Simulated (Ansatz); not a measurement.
# C₂H₃S radical (built from SMILES C#C.[SH]): a reaction path by the nudged elastic band

What path joins these two structures, and how high does it climb? Both ends were relaxed at PBE0-D4 in triple zeta.

The runs use Ansatz 0.2.0, Gaussian basis; PBE0-D4/def2-SVP, unrestricted.

16 further runs of the same task are left out: 16 set aside as unsound or not needed.

## (1) The starting structure

The first end: 6 atoms, charge 0, spin multiplicity 2.

Atoms are counted from 1 here; the program's logs count them from 0.

Bond lengths: C1–C2 1.201 Å, C1–H4 1.065 Å, C2–H5 1.065 Å, S3–H6 1.343 Å. Angles: C2–C1–H4 179.5°, C1–C2–H5 179.5°.

Coordinates:

```xyz
6

C    -1.1027    0.1135    0.1741
C    -0.4346    0.9875   -0.3082
S     1.3821   -1.3181   -0.4775
H    -1.7018   -0.6586    0.5976
H     0.1506    1.7656   -0.7401
H     1.7064   -0.8900    0.7540
```

The second end:

```xyz
6

C    -0.3676   -0.0347    0.0876
C    -0.6825    1.1391   -0.3807
S     1.1722   -0.8438   -0.2649
H    -1.0698   -0.6151    0.6808
H    -0.2670    1.9319   -0.9814
H     1.2149   -1.5774    0.8587
```

## (2) The band at PBE0-D4/def2-SVP

neb/in.yaml reads:

```yaml
crystal:
  periodic: [false, false, false]
  atoms:
    - {symbol: C, position_ang: [-1.102670, 0.113548, 0.174112]}
    - {symbol: C, position_ang: [-0.434591, 0.987536, -0.308151]}
    - {symbol: S, position_ang: [1.382071, -1.318051, -0.477467]}
    - {symbol: H, position_ang: [-1.701787, -0.658613, 0.597632]}
    - {symbol: H, position_ang: [0.150629, 1.765629, -0.740142]}
    - {symbol: H, position_ang: [1.706449, -0.890046, 0.754017]}
basis:
  gaussian: {orbitals: def2-SVP}
magnetization: {spin_polarized: true, initial_magnetization: 1}
hamiltonian: {xc: pbe0, dispersion: d4}
neb:
  images: 5
  climbing: true
  max_iterations: 40
  initial_path: idpp
  final_atoms:
    - {symbol: C, position_ang: [-0.367594, -0.034736, 0.087572]}
    - {symbol: C, position_ang: [-0.682545, 1.139064, -0.380747]}
    - {symbol: S, position_ang: [1.172181, -0.843794, -0.264936]}
    - {symbol: H, position_ang: [-1.069771, -0.615080, 0.680845]}
    - {symbol: H, position_ang: [-0.267041, 1.931907, -0.981413]}
    - {symbol: H, position_ang: [1.214870, -1.577363, 0.858678]}
```

Started as:

```sh
$ ansatz run in.yaml --threads 2 --pin off --events-out ev --progress --plain --max-ram 4352MiB
```

Q: Predict the outcome of this session. Wanted: from earlier runs: barrier over the separately found saddle, CCSD(T)/def2-TZVPP.

As calculated:

| quantity | value |
| --- | --- |
| PBE0-D4/def2-SVP, 20 iterations | highest 4.3 kJ/mol (image 2), last end -73.6 kJ/mol |
| from earlier runs: barrier over the separately found saddle, CCSD(T)/def2-TZVPP | 15.4 kJ/mol |

**Reading.** The highest image lies 4.3 kJ/mol above the first end, and it climbed, so it estimates the saddle. The ends are not quite minima at this level (largest force component 0.64 eV/Å), so the heights are unreliable: relaxing the first end would lower it and raise the barrier above it. The highest image is 11.1 kJ/mol below the CCSD(T) barrier in triple zeta, which comes from separate runs on the saddle.
